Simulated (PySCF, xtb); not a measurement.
B(Cl)3 cation (BCl3), SMILES ClB(Cl)Cl (connectivity only; charge and spin as stated), charge +1, multiplicity 2.

Harmonic wavenumbers (cm⁻¹) from GFN2-xTB (xtb) at its own minimum, in rising order: 87, 93, 348, 411, 570, 574.

Q: What does r2SCAN-D4/def2-SVP in PySCF give at its own minimum? (An estimate is asked for; the answer gives what the named calculation found.)

A: 165, 165, 403, 473, 869, 869. Paired by order, the mean absolute difference is 144 cm⁻¹ and the zero-point energies are 3.0 and 4.2 kcal/mol.
